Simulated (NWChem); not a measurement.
Everything below was run with NWChem. System: ethylene (C$_{2}$H$_{4}$), charge 0, spin multiplicity 1, at a geometry optimised with PBE/def2-SVP. Level: RHF/def2-TZVP.

Output (cleaned and shortened):

```
             Northwest Computational Chemistry Package (NWChem) 7.3.0
             --------------------------------------------------------

                                NWChem Input Module
                                -------------------

 Scaling coordinates for geometry "geometry" by  1.889725989
 (inverse scale =  0.529177249)

 Turning off AUTOSYM since
 SYMMETRY directive was detected!

                             Geometry "geometry" -> ""
                             -------------------------

 Output coordinates in angstroms (scale by  1.889725989 to convert to a.u.)

  No.       Tag          Charge          X              Y              Z
 ---- ---------------- ---------- -------------- -------------- --------------
    1 C                    6.0000     0.00000000     0.00000000     0.67028100
    2 C                    6.0000     0.00000000     0.00000000    -0.67028100
    3 H                    1.0000     0.93744900     0.00000000     1.25073800
    4 H                    1.0000    -0.93744900     0.00000000     1.25073800
    5 H                    1.0000    -0.93744900     0.00000000    -1.25073800
    6 H                    1.0000     0.93744900     0.00000000    -1.25073800

 Effective nuclear repulsion energy (a.u.)      32.9967627881

            Nuclear Dipole moment (a.u.)
            ----------------------------
        X                 Y               Z
 ---------------- ---------------- ----------------
     0.0000000000     0.0000000000     0.0000000000

      Symmetry information
      --------------------

 Group name             D2h
 Group number             26
 Group order               8
 No. of unique centers     2

      Symmetry unique atoms

     1    3


 Summary of "ao basis" -> "" (spherical)
 ------------------------------------------------------------------------------
       Tag                 Description            Shells   Functions and Types
 ---------------- ------------------------------  ------  ---------------------
 *                         def2-tzvp                  on all atoms

 Summary of "ao basis" -> "ao basis" (spherical)
 ------------------------------------------------------------------------------
       Tag                 Description            Shells   Functions and Types
 ---------------- ------------------------------  ------  ---------------------
 C                         def2-tzvp                11       31   5s3p2d1f
 H                         def2-tzvp                 4        6   3s1p

                                 NWChem SCF Module
                                 -----------------

  ao basis        = "ao basis"
  functions       =    86
  atoms           =     6
  closed shells   =     8
  open shells     =     0
  charge          =   0.00
  wavefunction    = RHF
  use symmetry    = T
  symmetry adapt  = T

 Summary of "ao basis" -> "ao basis" (spherical)
 ------------------------------------------------------------------------------
       Tag                 Description            Shells   Functions and Types
 ---------------- ------------------------------  ------  ---------------------
 C                         def2-tzvp                11       31   5s3p2d1f
 H                         def2-tzvp                 4        6   3s1p

      Symmetry analysis of basis
      --------------------------

        ag         19
        au          4
        b1g         4
        b1u        19
        b2g        12
        b2u         8
        b3g         8
        b3u        12

 Forming initial guess at       0.0s

      Superposition of Atomic Density Guess
      -------------------------------------

 Sum of atomic energies:         -77.34189321

      Non-variational initial energy
      ------------------------------

 Total energy =     -78.398738
 1-e energy   =    -167.382210
 2-e energy   =      55.986709
 HOMO         =      -0.339587
 LUMO         =      -0.003765

      Symmetry analysis of molecular orbitals - initial
      -------------------------------------------------

  Numbering of irreducible representations:

     1 ag          2 au          3 b1g         4 b1u         5 b2g
     6 b2u         7 b3g         8 b3u

  Orbital symmetries:

     1 ag          2 b1u         3 ag          4 b1u         5 b3u
     6 ag          7 b2g         8 b2u         9 b3g        10 ag
    11 b1u        12 b3u        13 b2g        14 ag         15 ag
    16 b1u        17 b2u        18 b3u

 Starting SCF solution at       0.3s

 ----------------------------------------------
         Quadratically convergent ROHF

 Convergence threshold     :          1.000E-07
 Maximum no. of iterations :          100
 Final Fock-matrix accuracy:          1.000E-09
 ----------------------------------------------

              iter       energy          gnorm     gmax       time
             ----- ------------------- --------- --------- --------
                 1      -78.0386218770  5.14D-01  2.21D-01      0.3
                 2      -78.0605257694  1.42D-01  4.24D-02      0.3
                 3      -78.0625390052  4.32D-03  2.02D-03      0.3
                 4      -78.0625417516  1.01D-05  4.44D-06      0.4
                 5      -78.0625417516  2.18D-09  9.39D-10      0.5

       Final RHF  results
       ------------------

         Total SCF energy =    -78.062541751636
      One-electron energy =   -169.347776549588
      Two-electron energy =     58.288472009852
 Nuclear repulsion energy =     32.996762788100

        Time for solution =      0.2s

       Symmetry analysis of molecular orbitals - final
       -----------------------------------------------

  Numbering of irreducible representations:

     1 ag          2 au          3 b1g         4 b1u         5 b2g
     6 b2u         7 b3g         8 b3u

  Orbital symmetries:

     1 ag          2 b1u         3 ag          4 b1u         5 b3u
     6 ag          7 b2g         8 b2u         9 b3g        10 ag
    11 b1u        12 b3u        13 b2g        14 ag         15 ag
    16 b1u        17 b2u        18 b3u

             Final eigenvalues
             -----------------

              1
    1  -11.2369
    2  -11.2352
    3   -1.0282
    4   -0.7865
    5   -0.6352
    6   -0.5854
    7   -0.5020
    8   -0.3760
    9    0.1406
   10    0.1734
   11    0.1930
   12    0.1976
   13    0.2439
   14    0.3038
   15    0.3255
   16    0.3308
   17    0.3467
   18    0.3979

                       ROHF Final Molecular Orbital Analysis
                       -------------------------------------

 Vector    6  Occ=2.000000D+00  E=-5.853717D-01  Symmetry=ag
              MO Center=  1.8D-17, -6.1D-35,  4.3D-17, r^2= 1.8D+00
   Bfn.  Coefficient  Atom+Function         Bfn.  Coefficient  Atom+Function
  ----- ------------  ---------------      ----- ------------  ---------------
     8      0.297631  1 C  pz                39     -0.297631  2 C  pz
    11      0.222870  1 C  pz                42     -0.222870  2 C  pz

 Vector    7  Occ=2.000000D+00  E=-5.020372D-01  Symmetry=b2g
              MO Center= -1.3D-17, -3.6D-32,  6.5D-17, r^2= 2.4D+00
   Bfn.  Coefficient  Atom+Function         Bfn.  Coefficient  Atom+Function
  ----- ------------  ---------------      ----- ------------  ---------------
     6      0.214603  1 C  px                37     -0.214603  2 C  px
    64      0.178274  3 H  s                 70     -0.178274  4 H  s
    76      0.178274  5 H  s                 82     -0.178274  6 H  s
     9      0.175795  1 C  px                40     -0.175795  2 C  px

 Vector    8  Occ=2.000000D+00  E=-3.760008D-01  Symmetry=b2u
              MO Center=  1.3D-17,  8.5D-18,  1.0D-16, r^2= 1.5D+00
   Bfn.  Coefficient  Atom+Function         Bfn.  Coefficient  Atom+Function
  ----- ------------  ---------------      ----- ------------  ---------------
     7      0.267619  1 C  py                38      0.267619  2 C  py
    10      0.263915  1 C  py                41      0.263915  2 C  py
    13      0.171273  1 C  py                44      0.171273  2 C  py

 Vector    9  Occ=0.000000D+00  E= 1.406203D-01  Symmetry=b3g
              MO Center=  1.0D-18, -5.9D-18, -2.2D-16, r^2= 3.3D+00
   Bfn.  Coefficient  Atom+Function         Bfn.  Coefficient  Atom+Function
  ----- ------------  ---------------      ----- ------------  ---------------
    13      0.891842  1 C  py                44     -0.891842  2 C  py
     7      0.232702  1 C  py                38     -0.232702  2 C  py
    10      0.172253  1 C  py                41     -0.172253  2 C  py

 Vector   10  Occ=0.000000D+00  E= 1.734305D-01  Symmetry=ag
              MO Center=  7.3D-17, -1.9D-18,  9.9D-16, r^2= 6.6D+00
   Bfn.  Coefficient  Atom+Function         Bfn.  Coefficient  Atom+Function
  ----- ------------  ---------------      ----- ------------  ---------------
     5      1.953519  1 C  s                 36      1.953519  2 C  s
    65     -1.473015  3 H  s                 71     -1.473015  4 H  s
    77     -1.473015  5 H  s                 83     -1.473015  6 H  s
    14      0.703421  1 C  pz                45     -0.703421  2 C  pz
    64      0.164492  3 H  s                 70      0.164492  4 H  s

 Vector   11  Occ=0.000000D+00  E= 1.930442D-01  Symmetry=b1u
              MO Center=  6.8D-16,  3.4D-18, -5.1D-16, r^2= 8.0D+00
   Bfn.  Coefficient  Atom+Function         Bfn.  Coefficient  Atom+Function
  ----- ------------  ---------------      ----- ------------  ---------------
     5      4.481736  1 C  s                 36     -4.481736  2 C  s
    65     -1.554611  3 H  s                 71     -1.554611  4 H  s
    77      1.554611  5 H  s                 83      1.554611  6 H  s
     4      1.189437  1 C  s                 35     -1.189437  2 C  s
    11     -0.984090  1 C  pz                42     -0.984090  2 C  pz

 center of mass
 --------------
 x =   0.00000000 y =   0.00000000 z =   0.00000000

 moments of inertia (a.u.)
 ------------------
          61.025864635996           0.000000000000           0.000000000000
           0.000000000000          73.677250166750           0.000000000000
           0.000000000000           0.000000000000          12.651385530754

  Mulliken analysis of the total density
  --------------------------------------

    Atom       Charge   Shell Charges
 -----------   ------   -------------------------------------------------------
    1 C    6     6.26   0.85  1.12  0.50  0.62  0.12  1.21  1.31  0.44  0.02  0.05  0.01
    2 C    6     6.26   0.85  1.12  0.50  0.62  0.12  1.21  1.31  0.44  0.02  0.05  0.01
    3 H    1     0.87   0.26  0.49  0.09  0.02
    4 H    1     0.87   0.26  0.49  0.09  0.02
    5 H    1     0.87   0.26  0.49  0.09  0.02
    6 H    1     0.87   0.26  0.49  0.09  0.02

       Multipole analysis of the density wrt the origin
       ------------------------------------------------

     L   x y z        total         open         nuclear
     -   - - -        -----         ----         -------
     0   0 0 0     -0.000000      0.000000     16.000000

     1   1 0 0      0.000000      0.000000      0.000000
     1   0 1 0     -0.000000      0.000000      0.000000
     1   0 0 1     -0.000000      0.000000      0.000000

     2   2 0 0     -9.211767      0.000000     12.553157
     2   1 1 0      0.000000      0.000000      0.000000
     2   1 0 1      0.000000      0.000000      0.000000
     2   0 2 0    -12.023884      0.000000      0.000000
     2   0 1 1      0.000000      0.000000      0.000000
     2   0 0 2     -9.022850      0.000000     41.598263

 Task  times  cpu:        0.5s     wall:        0.5s

 Total times  cpu:        0.5s     wall:        0.5s
```

**Question.** Write an NWChem input that would produce this output.

**Answer.** Several could match; the one computed here: 
```
start mol
memory heap 200 mb stack 900 mb global 1100 mb
geometry units angstroms nocenter noautoz
  C      0.000000     0.000000     0.670281
  C      0.000000     0.000000    -0.670281
  H      0.937449     0.000000     1.250738
  H     -0.937449     0.000000     1.250738
  H     -0.937449     0.000000    -1.250738
  H      0.937449     0.000000    -1.250738
  symmetry group D2h
end
basis spherical
  * library def2-tzvp
end
scf
  rhf
  nopen 0
  maxiter 100
  thresh 1e-7
  semidirect memsize 60000000 filesize 0
end
task scf energy
```
